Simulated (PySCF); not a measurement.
Numbering as in the mapped SMILES `[CH3:1][C:2](=[O:3])[C:4]([NH2:5])=[O:6]`. Hydrogens are named by the atom that carries them. Ha(N5) is cis to the C=O or C=S heteroatom; Hb(N5) is trans to the C=O or C=S heteroatom.

Geometry: PBE0-D3(BJ)/def2-SVP; GIAO shifts from PySCF, gas phase, non-relativistic, averaged over equivalent atoms.

At PBE0/pcSseg-1 (127 basis functions, 21 s wall time on 1 thread of an x86-64 server CPU, shared host):
| atoms | δ (ppm) |
| --- | --- |
| C2 | 204.3 |
| C4 | 160.2 |
| C1 | 27.1 |
| O3 | 651.5 |
| O6 | 384.7 |
| N5 | 105.8 |
| Hb(N5) | 6.50 |
| Ha(N5) | 4.15 |
| H(C1) | 2.48 |

Referencing at the same level of theory: TMS for ¹³C (σ = 184.41 ppm), ¹H (σ = 31.27 ppm); ¹⁷O (σ = 334.56 ppm) vs H2O; NH3 for ¹⁵N (σ = 265.67 ppm).

Estimate the result of repeating the calculation with wB97X-D/pcSseg-2.

## Answers


```json
{"atoms": "C2", "δ at wB97X-D/pcSseg-2": "213.0", "change": "+8.7"}
{"atoms": "C4", "δ at wB97X-D/pcSseg-2": "168.8", "change": "+8.6"}
{"atoms": "C1", "δ at wB97X-D/pcSseg-2": "27.8", "change": "+0.7"}
{"atoms": "O3", "δ at wB97X-D/pcSseg-2": "638.6", "change": "-12.9"}
{"atoms": "O6", "δ at wB97X-D/pcSseg-2": "377.6", "change": "-7.1"}
{"atoms": "N5", "δ at wB97X-D/pcSseg-2": "101.9", "change": "-3.9"}
{"atoms": "Hb(N5)", "δ at wB97X-D/pcSseg-2": "6.84", "change": "+0.34"}
{"atoms": "Ha(N5)", "δ at wB97X-D/pcSseg-2": "4.51", "change": "+0.36"}
{"atoms": "H(C1)", "δ at wB97X-D/pcSseg-2": "2.45", "change": "-0.03"}
```

Chemical shifts δ = σref − σ; TMS for ¹³C (σ = 184.42 ppm) and ¹H (σ = 31.36 ppm); ¹⁷O (σ = 326.83 ppm) vs H2O; ¹⁵N (σ = 260.06 ppm) against NH3, all at this level.

The largest change is at O3 (ketone oxygen). Cost: 286 basis functions, 71 s wall time on 1 thread of an x86-64 server CPU, shared host. The order of the carbon signals is the same at both levels.

The C=O carbon of an acid or of an amide with N–H lies up to 10 ppm further downfield in solution, through hydrogen bonding that the calculation lacks. Unscaled 17O shifts of doubly bonded oxygen tend to come out too high, by tens of ppm or more. Experimental scales use liquid or dissolved standards, which lie at an offset from isolated NH3 (liquid NH3: subtract about 20 ppm) and H2O (liquid H2O: subtract about 36 ppm).
